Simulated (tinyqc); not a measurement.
Stretching all distances: RHF, UHF, MP2, CISD and CCSD against full CI in the sto-3g basis, for H2O, spin multiplicity 1. Computed by the program tinyqc with PySCF. All coordinates are multiplied by the scale. c0^2 is the weight of the RHF determinant in the lowest singlet FCI state (UHF is spin-contaminated and may lie near states of higher spin) and n(LUMO) the first natural occupation beyond the occupied space.

Geometry (angstrom):
```
atom       x        y       z
O     0.0000   0.0000  0.0000
H     0.0000   0.6500  0.5980
H     0.0000  -0.6500  0.5980
```

Full CI energy (hartree) and errors against it (kcal/mol):
```
scale  distance 1-2 (angstrom)     E(FCI)      RHF     UHF     MP2    CISD    CCSD  <S^2> UHF   c0^2  n(LUMO)
0.900                    0.795  -74.86875   21.146  21.146   5.220   0.164   0.036      0.000  0.986    0.015
1.090                    0.963  -75.01454   32.619  32.619   9.035   0.481   0.070      0.000  0.972    0.029
1.290                    1.139  -75.00737   49.986  49.986  15.111   1.445   0.165      0.000  0.944    0.058
1.480                    1.307  -74.95031   72.480  70.571  23.140   3.704   0.371      0.312  0.897    0.105
1.870                    1.652  -74.82745  138.497  42.878  45.877  16.569   0.324      1.570  0.722    0.305
2.060                    1.819  -74.78789  179.172  24.719  58.315  27.506  -2.288      1.776  0.601    0.449
```

Estimate the missing row, scale = 1.67.

Computed row:
```
scale  distance 1-2 (angstrom)     E(FCI)      RHF     UHF     MP2   CISD   CCSD  <S^2> UHF   c0^2  n(LUMO)
1.670                    1.475  -74.88569  101.296  64.069  33.324  8.284  0.636      1.142  0.826    0.184
```

UHF parts from RHF first at scale 1.48 of those listed, where <S^2> leaves zero. The weight c0^2 goes from 0.99 to 0.60 and n(LUMO) from 0.01 to 0.45: static correlation grows as the bonds break into open-shell fragments. The spread of the error along the curve, which distorts its shape, is CCSD 2.9, CISD 27.3, UHF 49.4, MP2 53.1, RHF 158.0 kcal/mol. Below FCI somewhere: CCSD, as non-variational methods may be.
